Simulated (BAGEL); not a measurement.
# B3LYP/6-31G(d) (density fitting with qzvpp-jkfit, spherical functions) run of C3H2FO− (SMILES [O-]C1=C(F)C1)

Aim: the energy change on altering one bond length of C3H2FO− at B3LYP/6-31G* (density fitting with qzvpp-jkfit, spherical functions), from 2 runs. 

The results are computed with BAGEL 1.2.2.

1 further run of the same task is left out (set aside as unsound or not needed).

## (1) The system as given

The species is C3H2FO− (7 atoms), meant as a singlet with charge -1. SMILES: `[O-]C1=C(F)C1`. The shape is that of a GFN2-xTB optimisation.

Bond lengths: O1–C2 1.237 Å, C2–C3 1.325 Å, C3–F4 1.405 Å, C2–C5 1.558 Å, C3–C5 1.488 Å, C5–H6 1.096 Å, C5–H7 1.098 Å. Some angles: O1–C2–C3 155.8°, O1–C2–C5 141.0°, C3–C2–C5 61.5°, C2–C3–F4 143.1°, C2–C3–C5 67.0°, F4–C3–C5 132.6°, C2–C5–C3 51.5°, C2–C5–H6 124.5°, C2–C5–H7 116.6°, C3–C5–H6 118.6°.

## (2) A single-point energy at B3LYP/6-31G(d) (density fitting with qzvpp-jkfit, spherical functions)

input.json reads:

```json
{ "bagel": [

{
  "title": "molecule",
  "basis": "6-31gs.json",
  "df_basis": "qzvpp-jkfit",
  "angstrom": true,
  "geometry": [
    { "atom": "O", "xyz": [   -0.088150,   -1.939680,    0.917820 ] },
    { "atom": "C", "xyz": [   -0.179940,   -0.866720,    0.308840 ] },
    { "atom": "C", "xyz": [   -0.805360,    0.110490,   -0.330910 ] },
    { "atom": "F", "xyz": [   -1.518170,    0.408720,   -1.504210 ] },
    { "atom": "C", "xyz": [    0.544100,    0.504660,    0.155550 ] },
    { "atom": "H", "xyz": [    0.617470,    1.259410,    0.946190 ] },
    { "atom": "H", "xyz": [    1.430040,    0.523130,   -0.493280 ] }
  ]
},
{
  "title": "ks",
  "xc_func": "b3lyp",
  "charge": -1
},
{
  "title": "print",
  "file": "orbitals.molden",
  "orbitals": true
}

]}
```

The basis set 6-31G* is read from a file made from the Basis Set Exchange's data (not shown).

Launch:

```
BAGEL_NUM_THREADS=1 BAGEL input.json > input.out
```

Output:

```text
* using 1 threads per process

  ===============================================================
  ===============================================================

  *** Geometry ***

  { "atom" : "O", "xyz" : [     -0.166579,     -3.665464,      1.734428 ] },
  { "atom" : "C", "xyz" : [     -0.340037,     -1.637863,      0.583623 ] },
  { "atom" : "C", "xyz" : [     -1.521910,      0.208796,     -0.625329 ] },
  { "atom" : "F", "xyz" : [     -2.868926,      0.772369,     -2.842545 ] },
  { "atom" : "C", "xyz" : [      1.028200,      0.953669,      0.293947 ] },
  { "atom" : "H", "xyz" : [      1.166849,      2.379940,      1.788040 ] },
  { "atom" : "H", "xyz" : [      2.702384,      0.988572,     -0.932164 ] },

  Number of auxiliary basis functions:      415

  Since a DF basis is specified, we compute 2- and 3-index integrals:
    o Being stored without compression. Storage requirement is 0.018 GB

  Number of basis functions:       74
  Number of electrons      :       37

    * METHOD: MOLECULE                             0.26

  *** Kohn-Sham DFT ***

    * Removing 12646 points whose weight is below 1.00e-10
    * Grid points: 91696

  === Nuclear Repulsion ===
   149.4653144007

       - DIIS with orbital gradients will be used.

  === KS iteration (b3lyp / 6-31gs.json) ===
      0       -258.98659920          0.16102237           0.39
      1       -212.48820496          0.22842040           0.36
      2       -257.26834062          0.18006701           0.35
      3       -284.58049256          0.10801319           0.35
      4       -289.25064089          0.05848830           0.35
      5       -289.72827320          0.04328368           0.35
      6       -290.35100649          0.01659054           0.35
      7       -290.35920093          0.01678153           0.35
      8       -290.48108538          0.00200745           0.35
      9       -290.48243873          0.00078446           0.36
     10       -290.48261505          0.00036114           0.38
     11       -290.48265447          0.00005898           0.38
     12       -290.48265536          0.00003413           0.38
     13       -290.48265573          0.00001486           0.39
     14       -290.48265580          0.00000641           0.39
     15       -290.48265582          0.00000127           0.37
     16       -290.48265582          0.00000085           0.37
     17       -290.48265582          0.00000016           0.38
     18       -290.48265582          0.00000006           0.38
     19       -290.48265582          0.00000006           0.46
     20       -290.48265582          0.00000001           0.44
     21       -290.48265582          0.00000000           0.45
    * SCF iteration converged.

    * Permanent dipole moment:
           (    0.059999,    -0.704115,     0.629759) a.u.

    * METHOD: KS                                   9.05

    * METHOD: PRINT                                0.02

  ===============================================================
```

Run time: 9.6 s. Hardware: 1 thread of Arm Neoverse N1, shared host; peak memory 0.33 GiB.

## (3) The distorted shape at the same level

dft.json reads:

```json
{ "bagel" : [

{
  "title" : "molecule",
  "basis" : "6-31gs.json",
  "df_basis" : "qzvpp-jkfit",
  "angstrom" : true,
  "geometry" : [
    { "atom" : "O", "xyz" : [   -0.099153,   -2.052867,    0.799250 ] },
    { "atom" : "C", "xyz" : [   -0.190943,   -0.979907,    0.190270 ] },
    { "atom" : "C", "xyz" : [   -0.816363,   -0.002697,   -0.449480 ] },
    { "atom" : "F", "xyz" : [   -1.529173,    0.295533,   -1.622780 ] },
    { "atom" : "C", "xyz" : [    0.533097,    0.391473,    0.036980 ] },
    { "atom" : "H", "xyz" : [    0.617470,    1.259410,    0.946190 ] },
    { "atom" : "H", "xyz" : [    1.419037,    0.409943,   -0.611850 ] }
  ]
},
{
  "title" : "ks",
  "xc_func" : "b3lyp",
  "charge" : -1
},
{
  "title" : "print",
  "file" : "orbitals.molden",
  "orbitals" : true
}

]}
```

The basis set 6-31G* is read from a file made from the Basis Set Exchange's data (not shown).

Launch:

```
BAGEL_NUM_THREADS=1 BAGEL dft.json > dft.out
```

Output:

```text
* using 1 threads per process

  ===============================================================
  ===============================================================

  *** Geometry ***

  { "atom" : "O", "xyz" : [     -0.187372,     -3.879356,      1.510364 ] },
  { "atom" : "C", "xyz" : [     -0.360830,     -1.851756,      0.359558 ] },
  { "atom" : "C", "xyz" : [     -1.542702,     -0.005097,     -0.849394 ] },
  { "atom" : "F", "xyz" : [     -2.889718,      0.558476,     -3.066610 ] },
  { "atom" : "C", "xyz" : [      1.007407,      0.739777,      0.069882 ] },
  { "atom" : "H", "xyz" : [      1.166849,      2.379940,      1.788040 ] },
  { "atom" : "H", "xyz" : [      2.681591,      0.774680,     -1.156229 ] },

  Number of auxiliary basis functions:      415

  Since a DF basis is specified, we compute 2- and 3-index integrals:
    o Being stored without compression. Storage requirement is 0.018 GB

  Number of basis functions:       74
  Number of electrons      :       37

    * METHOD: MOLECULE                             0.26

  *** Kohn-Sham DFT ***

    * Removing 12439 points whose weight is below 1.00e-10
    * Grid points: 91903

  === Nuclear Repulsion ===
   148.8156472593

       - DIIS with orbital gradients will be used.

  === KS iteration (b3lyp / 6-31gs.json) ===
      0       -259.06219059          0.16037754           0.38
      1       -213.29040790          0.22619917           0.36
      2       -257.71896988          0.17939371           0.36
      3       -284.18834119          0.10464888           0.36
      4       -288.93681158          0.06450962           0.36
      5       -289.79556078          0.04099116           0.37
      6       -290.34550432          0.01651933           0.36
      7       -290.35707973          0.01636134           0.36
      8       -290.47278709          0.00207464           0.36
      9       -290.47427769          0.00048323           0.36
     10       -290.47433841          0.00028153           0.36
     11       -290.47436367          0.00007633           0.36
     12       -290.47436467          0.00005233           0.36
     13       -290.47436546          0.00002065           0.36
     14       -290.47436563          0.00000454           0.36
     15       -290.47436564          0.00000185           0.36
     16       -290.47436564          0.00000033           0.36
     17       -290.47436564          0.00000013           0.36
     18       -290.47436564          0.00000011           0.36
     19       -290.47436564          0.00000007           0.37
     20       -290.47436564          0.00000002           0.37
     21       -290.47436564          0.00000001           0.37
    * SCF iteration converged.

    * Permanent dipole moment:
           (    0.113248,    -0.571583,     0.747588) a.u.

    * METHOD: KS                                   8.66

    * METHOD: PRINT                                0.03

  ===============================================================
```

Run time: 9.3 s. Hardware: 1 thread of Arm Neoverse N1, shared host; peak memory 0.33 GiB.

## (4) Results

At B3LYP/6-31G* (density fitting with qzvpp-jkfit, spherical functions):

```
                                                              quantity          value
                                             first shape: total energy  -290.48266 Eh
                                              first shape: HOMO energy        1.05 eV
                                              first shape: LUMO energy        6.88 eV
    first shape: HOMO–LUMO gap (to an unbound level, set by the basis)        5.83 eV
                                         distorted shape: total energy  -290.47437 Eh
                                          distorted shape: HOMO energy        0.91 eV
                                          distorted shape: LUMO energy        6.73 eV
distorted shape: HOMO–LUMO gap (to an unbound level, set by the basis)        5.82 eV
     energy change with the C5–H6 bond stretched from 1.096 to 1.260 Å       0.226 eV
```

What this shows: With the C5–H6 bond stretched from 1.096 to 1.260 Å the energy rises by 0.23 eV (5.2 kcal/mol). The first shape isn't relaxed at this level, so the change isn't measured from a minimum. The HOMO (first shape) lies at positive energy, 1.05 eV; only total energies tell whether the electron is bound. The HOMO (distorted shape) lies at positive energy, 0.91 eV; only total energies tell whether the electron is bound.
